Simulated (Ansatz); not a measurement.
SiH₄. Charge 0, multiplicity 1. Geometry PBE0-D4/def2-TZVP.

Cartesian coordinates in Å:
```
Si 0.000 0.000 0.000
H -0.511 0.434 1.325
H 1.330 0.614 -0.243
H -0.945 0.431 -1.061
H 0.126 -1.479 -0.021
```

B3LYP takes the VWN-RPA correlation.

(1) Estimate the orbital energies around the gap (eV) in Ansatz with LDA (SPW92)/def2-TZVP, PBE-D4/def2-SVP, B3LYP-D4/6-31G, PBE0-D4/def2-TZVP, r2SCAN0-D4/def2-TZVP.

Results:

(1) 
| orbital | LDA (SPW92)/def2-TZVP | PBE-D4/def2-SVP | B3LYP-D4/6-31G | PBE0-D4/def2-TZVP | r2SCAN0-D4/def2-TZVP |
| --- | --- | --- | --- | --- | --- |
| HOMO−5 | -93.93 | -94.39 | -99.24 | -99.50 | -101.12 |
| HOMO−4 | -93.93 | -94.39 | -99.24 | -99.50 | -101.12 |
| HOMO−3 | -13.51 | -13.41 | -15.21 | -15.29 | -15.61 |
| HOMO−2 | -8.52 | -8.47 | -9.69 | -9.86 | -10.09 |
| HOMO−1 | -8.52 | -8.47 | -9.69 | -9.86 | -10.09 |
| HOMO | -8.52 | -8.47 | -9.69 | -9.86 | -10.09 |
| LUMO | 0.07 | 0.62 | 1.58 | 1.07 | 1.38 |
| LUMO+1 | 0.07 | 0.62 | 1.58 | 1.07 | 1.38 |
| LUMO+2 | 0.07 | 0.62 | 1.58 | 1.07 | 1.38 |
| LUMO+3 | 0.68 | 1.74 | 3.14 | 1.69 | 2.14 |
| LUMO+4 | 3.81 | 5.86 | 5.93 | 4.78 | 5.40 |
| LUMO+5 | 3.81 | 7.68 | 6.21 | 4.78 | 5.40 |
